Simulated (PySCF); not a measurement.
C2HClN2S.
Atom-mapped SMILES: `[Cl:1][c:2]1[cH:3][n:4][s:5][n:6]1` (hydrogens: H7 on C3)

Cartesian coordinates in Å at the PBE0-D3(BJ)/def2-SVP level; atoms count from 1:
```xyz
7
C2HClN2S angstrom
Cl     2.766   -0.657   -0.398
C      1.088   -0.388   -0.208
C      0.516    0.913   -0.009
N     -0.786    0.884    0.112
S     -1.262   -0.686   -0.018
N      0.221   -1.362   -0.233
H      1.076    1.849    0.043
```

Computed at PBE0/pcSseg-1 (PySCF, non-relativistic), with Q(35Cl) = −0.0817 b, Q(14N) = 0.02044 b, Q(33S) = −0.0678 b: Cl1, 35Cl (I = 3/2): χzz = -77.99 MHz, η = 0.106; N4, 14N (I = 1): χzz = -4.682 MHz, η = 0.025; S5, 33S (I = 3/2): χzz = -41.86 MHz, η = 0.603; N6, 14N (I = 1): χzz = -4.337 MHz, η = 0.155.

**Question.** Where would the pure quadrupole (NQR) lines of 35Cl at Cl1 fall for the rigid, isolated species?

**Answer.** From ν = (|χ|/2)√(1 + η²/3): ν = 39.07 MHz (aryl chlorine). For 37Cl the ratio of quadrupole moments, 0.7881, gives 30.79 MHz.

**Question.** Where would the pure quadrupole (NQR) lines of 14N at N4 fall for the rigid, isolated species?

**Answer.** From ν± = (3/4)|χ|(1 ± η/3) and ν0 = |χ|η/2: ν+ 3.540 MHz, ν− 3.482 MHz, ν0 0.057 MHz (pyridine-type nitrogen).

**Question.** Where would the pure quadrupole (NQR) lines of 33S at S5 fall for the rigid, isolated species?

**Answer.** From ν = (|χ|/2)√(1 + η²/3): ν = 22.16 MHz (ring sulfur).

**Question.** Where would the pure quadrupole (NQR) lines of 14N at N6 fall for the rigid, isolated species?

**Answer.** From ν± = (3/4)|χ|(1 ± η/3) and ν0 = |χ|η/2: ν+ 3.421 MHz, ν− 3.085 MHz, ν0 0.336 MHz (pyridine-type nitrogen).

**Question.** Apply the simplest Townes–Dailey estimate (no s hybridisation, no π bonding), ionic character = 1 − χzz/χ0, where χ0 is the coupling for one missing p electron along the bond: −109.74 MHz for 35Cl.

**Answer.** Cl1 on C2: 1 − (-77.99)/(-109.74) = 0.29. In this model a purely covalent bond gives χ0 and a free halide ion gives zero; s hybridisation or π bonding, where present, is counted here as ionic character.

In a crystal, neighbours and librations shift these lines. The basis is small and wasn't made for field gradients, so the couplings can be 20 % off.
